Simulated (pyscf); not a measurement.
## Four-centre exchange: `[NH2][SiH2][F]` + `[ClH]` → `[NH3]` + `[F][SiH2][Cl]`

Gas phase, singlet surface, charge 0. Bonds broken: N1–Si2, Cl8–H9. Bonds formed: N1–H9, Si2–Cl8. Structures and frequencies: ωB97X-D3(BJ)/def2-SVP in PySCF. Correlated levels are frozen-core, on RHF or UHF. ΔMP2 is the change of the MP2 total energy from the triple- to the quadruple-zeta basis.

Transition state (Å):

```xyz
9

N     -0.8894     0.7711    -0.2457
Si    -1.3098    -0.9241     0.3022
F     -1.6120    -1.6883    -1.1103
H     -1.6457     1.2685    -0.7200
H     -0.0416     0.8397    -0.8121
H     -0.1037    -1.5488     0.8614
H     -2.5852    -0.8817     1.0290
Cl    -0.6806     0.9056     2.4931
H     -0.7163     1.1604     0.8998
```

One imaginary mode, 526i cm⁻¹; descent along it reached the two sides named, in the forms told below.

```json
[
 {"bond": "N1–Si2", "change": "breaks", "reactant side (Å)": "1.741", "saddle": "1.830", "product side": "1.976"},
 {"bond": "Cl8–H9", "change": "breaks", "reactant side (Å)": "1.310", "saddle": "1.614", "product side": "2.440"},
 {"bond": "N1–H9", "change": "forms", "reactant side (Å)": "1.904", "saddle": "1.222", "product side": "1.024"},
 {"bond": "Si2–Cl8", "change": "forms", "reactant side (Å)": "3.7", "saddle": "2.9", "product side": "2.237"}
]
```

Electronic energies relative to the separated reactants (kcal/mol):

| level | barrier | reaction energy | reverse barrier |
|---|---|---|---|
| ωB97X-D3(BJ)/def2-TZVP | 1.5 | -8.9 | 10.5 |
| PBE/def2-TZVP | -0.7 | -8.5 | 7.8 |
| r²SCAN/def2-TZVP | -0.4 | -8.5 | 8.0 |
| B3LYP-D3(BJ)/def2-TZVP | 1.2 | -7.7 | 8.8 |
| PBE0-D3(BJ)/def2-TZVP | -0.8 | -8.3 | 7.5 |
| M06-2X/def2-TZVP | 1.7 | -7.2 | 8.9 |
| ωB97M-D3(BJ)/def2-TZVP | 2.7 | -7.5 | 10.2 |
| HF/def2-TZVP | 13.9 | -7.6 | 21.5 |
| MP2/def2-QZVPP | 2.5 | -8.0 | 10.6 |
| CCSD/def2-TZVPP | 7.1 | -7.0 | 14.1 |
| CCSD(T)/def2-TZVPP | 5.4 | -7.2 | 12.5 |
| CCSD(T)/def2-TZVPP + ΔMP2(QZVPP) | 4.6 | -7.5 | 12.1 |

With CCSD(T)/def2-TZVPP + ΔMP2(QZVPP) energies and thermal terms (ideal gas, 1 atm, RRHO with modes under 100 cm⁻¹ raised to 100, one conformer, R ln 2 for chiral ones without a mode under 150 cm⁻¹), in kcal/mol:

```
T (K)  ΔH‡   ΔG‡    ΔH    ΔG
-----  ---  ----  ----  ----
298    4.7  15.0  -5.7  -6.0
600    4.3  25.7  -6.3  -6.1
900    4.5  36.4  -6.9  -5.8
1200   4.8  47.0  -7.5  -5.4
```

On the reactant side the descent ends in a complex, 5.6 kcal/mol under the separated species and 7.2 kcal/mol under the saddle at ωB97X-D3(BJ)/def2-TZVP. On the product side the descent ends in an adduct with a N–Si contact, 0.4 kcal/mol under the separated species and 10.9 kcal/mol under the saddle at ωB97X-D3(BJ)/def2-TZVP. At PBE, r²SCAN, PBE0-D3(BJ) the saddle lies under the separated reactants, which points to a path from their complex (located at ωB97X-D3(BJ) alone). What is counted as broken (N–Si) persists as a longer contact in the product adduct; parting that adduct is a step of its own. One saddle was located; it need not be the lowest between these sides. The CCSD(T) − MP2 part came from Ansatz, without density fitting, on the same reference.
